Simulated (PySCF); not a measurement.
Rigid-rotor lines calculated for a species of formula CH3P (commonest isotopes; PBE0-D3(BJ)/def2-SVP geometry optimisation, gas phase (PySCF 2.14.0)), labelled J(Ka,Kc):

| transition | MHz |
| --- | --- |
| 1(1,1) ← 0(0,0) | 151739.3 |
| 2(0,2) ← 1(0,1) | 62264.9 |
| 2(1,1) ← 1(1,0) | 64047.5 |
| 2(1,2) ← 1(1,1) | 60520.6 |
| 1(0,1) ← 0(0,0) | 31142.0 |

Q: Find the rotational constants.

A: 1(0,1) ← 0(0,0) is B + C, 2(1,1) ← 1(1,0) is 3B + C and 2(1,2) ← 1(1,1) is B + 3C, so B − C is half the difference of the last two, 1763.5 MHz. 1(1,1) ← 0(0,0) is A + C. A = 137050.0, B = 16452.7, C = 14689.3 MHz.

Q: What moments of inertia, asymmetry and inertial defect follow?

A: I = 505379 MHz·u·Å² over each constant: Ia = 3.69, Ib = 30.72, Ic = 34.40 u·Å²; κ = (2B − A − C)/(A − C) = -0.971 (near-prolate asymmetric top); Δ = Ic − Ia − Ib = 0.00 u·Å².

Q: Which dipole components do these lines need?

A: μa and μb (a-type: ΔKa even, ΔKc odd; b-type: both odd). The calculation gives |μa| = 0.82 D, |μb| = 0.59 D, |μc| = 0.00 D.

Q: Where do these fall, and of which type are they? 3(2,1) ← 3(1,2); 2(2,1) ← 2(1,2); 3(1,2) ← 3(1,3); 3(2,1) ← 2(2,0); 3(1,2) ← 3(0,3); 1(1,0) ← 1(1,1); 2(1,2) ← 1(0,1); 2(1,1) ← 2(1,2); 3(2,2) ← 2(1,1); 3(3,0) ← 3(2,1); 2(1,1) ← 2(0,2); 3(3,1) ← 2(2,0); 3(0,3) ← 2(0,2).

A: 
```csv
transition,MHz,type,branch
"1(1,0) ← 1(1,1)",1763,a,Q
"2(1,1) ← 2(1,2)",5290,a,Q
"3(1,2) ← 3(1,3)",10580,a,Q
"3(0,3) ← 2(0,2)",93349,a,R
"3(2,1) ← 2(2,0)",93503,a,R
"2(1,1) ← 2(0,2)",124143,b,Q
"3(1,2) ← 3(0,3)",126853,b,Q
"2(1,2) ← 1(0,1)",181118,b,R
"3(2,1) ← 3(1,2)",359255,b,Q
"2(2,1) ← 2(1,2)",367082,b,Q
"3(2,2) ← 2(1,1)",455218,b,R
"3(3,0) ← 3(2,1)",607311,b,Q
"3(3,1) ← 2(2,0)",700814,b,R
```

Q: Which structure gave them?

A: CH2PH, `C=P`, point group Cs. Three constants can't fix a structure by themselves; this is the one that was computed:
```
atom  x, y, z in Å
C1    -0.384    0.057   -0.233
P2     1.039   -0.758    0.061
H3    -0.465    1.046   -0.695
H4    -1.334   -0.413    0.046
H5     1.938    0.233   -0.460
```

Stationary, but not proved a minimum. Constants of a rigid frame at the computed geometry: no zero-point averaging, no centrifugal distortion.
